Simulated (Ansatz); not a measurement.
Ansatz (a program for electronic structure) input (B3LYP-D3(BJ)/def2-TZVP):

Ansatz 0.2 input:
```yaml
crystal:
  periodic: [false, false, false]
  atoms:
    - {symbol: O, position_ang: [-0.00243054, 0.00011527, 0.11558805]}
    - {symbol: H, position_ang: [0.00282272, 0.82504889, -0.46332048]}
    - {symbol: H, position_ang: [0.01662162, -0.82597103, -0.46138388]}
basis:
  gaussian:
    orbitals: def2-TZVP
hamiltonian:
  xc: b3lyp
  dispersion: d3bj
total_charge: 1
magnetization: {spin_polarized: true, initial_magnetization: 1}
phonons: {temperatures: {t_min: 298.15, t_max: 298.15, t_step: 100}}
```

Output:

```
Functional definition: B3LYP
integrals: 0.00 GiB planned
239 factors; their error is unknown
mean field: 0.08 GiB planned
mean field evaluation 1: about -2060.3163 eV, gradient 5.1e1 eV
mean field evaluation 2: about -2056.4536 eV, gradient 5.8e1 eV
mean field evaluation 4: about -2068.0780 eV, gradient 2.4e-1 eV
mean field evaluation 8: about -2068.0767 eV, gradient 3.7e-3 eV
mean field -2068.07667254 eV, -76.0004159233 hartree, gradient 5.4e-6 eV, S^2 0.752813; 0 other end points of the search recorded, 0 dependent functions left out
the calculation of the forces begins
reference -2068.07677071 eV, -76.0004195309 hartree; 5, 4 occupied and 38, 39 virtual orbitals, 239 factors
these checks for a lower state are left out or cut short: stability, starts, cluster_reference, orbital_swaps, neighbouring_geometries, increment
integrals: 0.00 GiB planned
239 factors; their error is unknown
mean field: 0.08 GiB planned
mean field evaluation 16: about -2068.0782 eV, gradient 2.2e-4 eV
mean field -2068.07658366 eV, -76.0004126569 hartree, gradient 2.4e-6 eV, S^2 0.752808; 0 other end points of the search recorded, 0 dependent functions left out
the calculation of the forces begins
reference -2068.07668181 eV, -76.0004162637 hartree; 5, 4 occupied and 38, 39 virtual orbitals, 239 factors
these checks for a lower state are left out or cut short: stability, starts, cluster_reference, orbital_swaps, neighbouring_geometries, increment
integrals: 0.00 GiB planned
239 factors; their error is unknown
mean field: 0.08 GiB planned
mean field -2068.07658688 eV, -76.0004127751 hartree, gradient 2.3e-6 eV, S^2 0.752818; 0 other end points of the search recorded, 0 dependent functions left out
the calculation of the forces begins
reference -2068.07668507 eV, -76.0004163834 hartree; 5, 4 occupied and 38, 39 virtual orbitals, 239 factors
these checks for a lower state are left out or cut short: stability, starts, cluster_reference, orbital_swaps, neighbouring_geometries, increment
integrals: 0.00 GiB planned
239 factors; their error is unknown
mean field: 0.08 GiB planned
mean field evaluation 32: about -2068.0782 eV, gradient 8.2e-5 eV
mean field -2068.07662878 eV, -76.0004143148 hartree, gradient 1.5e-6 eV, S^2 0.752817; 0 other end points of the search recorded, 0 dependent functions left out
the calculation of the forces begins
reference -2068.07672696 eV, -76.0004179231 hartree; 5, 4 occupied and 38, 39 virtual orbitals, 239 factors
these checks for a lower state are left out or cut short: stability, starts, cluster_reference, orbital_swaps, neighbouring_geometries, increment
integrals: 0.00 GiB planned
239 factors; their error is unknown
mean field: 0.08 GiB planned
mean field -2068.07662643 eV, -76.0004142287 hartree, gradient 1.5e-6 eV, S^2 0.752808; 0 other end points of the search recorded, 0 dependent functions left out
the calculation of the forces begins
reference -2068.07672458 eV, -76.0004178356 hartree; 5, 4 occupied and 38, 39 virtual orbitals, 239 factors
these checks for a lower state are left out or cut short: stability, starts, cluster_reference, orbital_swaps, neighbouring_geometries, increment
integrals: 0.00 GiB planned
239 factors; their error is unknown
mean field: 0.08 GiB planned
mean field -2068.07662700 eV, -76.0004142497 hartree, gradient 2.0e-6 eV, S^2 0.752808; 0 other end points of the search recorded, 0 dependent functions left out
the calculation of the forces begins
reference -2068.07672512 eV, -76.0004178553 hartree; 5, 4 occupied and 38, 39 virtual orbitals, 239 factors
these checks for a lower state are left out or cut short: stability, starts, cluster_reference, orbital_swaps, neighbouring_geometries, increment
integrals: 0.00 GiB planned
239 factors; their error is unknown
mean field: 0.08 GiB planned
mean field -2068.07663047 eV, -76.0004143772 hartree, gradient 2.0e-6 eV, S^2 0.752817; 0 other end points of the search recorded, 0 dependent functions left out
the calculation of the forces begins
reference -2068.07672870 eV, -76.0004179869 hartree; 5, 4 occupied and 38, 39 virtual orbitals, 239 factors
Total energy: -2068.09237945 eV, -76.0009931414 hartree
Atom 0 at    -0.002431     0.000115     0.115588 Å, force    -0.000026     0.000001     0.001250 eV/Å
Atom 1 at     0.002823     0.825049    -0.463320 Å, force     0.000005     0.000974    -0.000626 eV/Å
Atom 2 at     0.016622    -0.825971    -0.461384 Å, force     0.000021    -0.000975    -0.000624 eV/Å
Dipole moment:     0.009660    -0.000458    -0.459416 e Å
Vibrations: 1428.12 3313.92 3359.95 cm⁻¹, zero-point energy 0.502260 eV
```
